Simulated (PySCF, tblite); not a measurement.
Isomers of C4H7N. Level: GFN2-xTB in tblite, geometry and Hessian alike; calculated harmonic values, unscaled, isolated species. Against measured fundamentals such values can be off by several per cent, at times by over 20. One conformer each.

Electronic energies: PBE0/pcSseg-1 single points on the GFN2-xTB geometries (PySCF, gas phase).

```tsv
SMILES	electronic energy, lowest = 0 (kcal/mol)
C=C1C[C@@H]1N	40.2
C1=NCCC1	3.8
CCCC#N	0.0
C#CCNC	48.5
```

How do GFN2-xTB zero-point energies change the relative energies?

```csv
SMILES,ZPE (kcal/mol),of it from modes above 1550 cm⁻¹,electronic (kcal/mol),"with ZPE, lowest = 0 (kcal/mol)",lowest mode (cm⁻¹),rings
CCCC#N,63.6,33.5,0.0,0.0,98,0
C1=NCCC1,64.6,32.5,3.8,4.9,50,1
C=C1C[C@@H]1N,62.7,36.4,40.2,39.3,177,1
C#CCNC,62.4,34.0,48.5,47.2,104,0
```

The zero-point energies span 2.2 kcal/mol, from `C#CCNC` to `C1=NCCC1`. The order is unchanged.

And how do the electronic energies of GFN2-xTB itself compare?

`CCCC#N` 12.9; `C1=NCCC1` 0.0; `C=C1C[C@@H]1N` 43.5; `C#CCNC` 44.8 kcal/mol, lowest = 0. Against the energies above, taken from the same isomer `CCCC#N`, the largest difference is 16.7 kcal/mol.

What do entropy and thermal enthalpy add at 298.15 K and 1 bar (rigid rotor, harmonic oscillator, one conformer each)?

| SMILES | point group | symmetry number | S (cal/(mol K)) | H − H(0) (kcal/mol) | ZPE + H − H(0) − TS (kcal/mol) |
| --- | --- | --- | --- | --- | --- |
| CCCC#N | C1 | 1 | 75.7 | 4.31 | 45.3 |
| C1=NCCC1 | Cs | 1 | 71.0 | 3.54 | 47.0 |
| C=C1C[C@@H]1N | C1 | 1 | 73.3 | 4.12 | 45.0 |
| C#CCNC | C1 | 1 | 76.7 | 4.53 | 44.0 |
